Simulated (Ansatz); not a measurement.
A made-up structure of CH5Al2 (charge -1), singlet:

```csv
atom,x (Å),y (Å),z (Å)
C1,-0.9545,1.1471,-1.1103
Al2,-0.3711,0.6757,0.5805
Al3,1.0752,-1.4273,0.6623
H4,-1.5781,2.0035,-1.3795
H5,-0.6880,0.5548,-1.9887
H6,-0.7323,1.5125,1.9263
H7,-1.2903,1.0665,-0.1081
H8,1.7771,-2.1486,1.9495
```

It is relaxed with PBE-D4/def2-SVPD and then PBE0-D4/def2-TZVPD (Ansatz 0.2.0). Atoms count as bonded within 1.22 times the sum of their covalent radii (H–H: 0.88 Å). The end point is not checked to be a true minimum.

Question: Does its bonding change? (Judge from chemistry; the calculation decides.)

Answer: The calculation gives: Yes. Formed: none; broken: Al2–H7.

Where it ends: The first stage lowers the energy by 5.30 eV in 17 steps. It ends as CH₅Al₂ ([CH3][AlH][AlH]), total charge -1:
| atom | x (Å) | y (Å) | z (Å) |
| --- | --- | --- | --- |
| C1 | -1.0416 | 1.1274 | -0.9612 |
| Al2 | -0.2126 | 0.5535 | 0.7850 |
| Al3 | 0.7411 | -1.8114 | 1.2846 |
| H4 | -0.9037 | 2.2073 | -1.1054 |
| H5 | -0.6222 | 0.6170 | -1.8340 |
| H6 | -0.9910 | 1.4373 | 1.9417 |
| H7 | -2.1248 | 0.9480 | -0.9565 |
| H8 | 2.3928 | -1.6951 | 1.3779 |

Labels in which every atom is bracketed show which atoms are joined, not bond orders.

For scale, one of the runs: PBE0-D4/def2-TZVPD relaxation, 168 basis functions, launched by `ansatz run in.yaml --threads 2 --pin off --events-out ev --progress --plain --max-ram 4352MiB`. The run took about 33 s on 2 CPU threads of an Intel Xeon Platinum 8223CL (shared host).
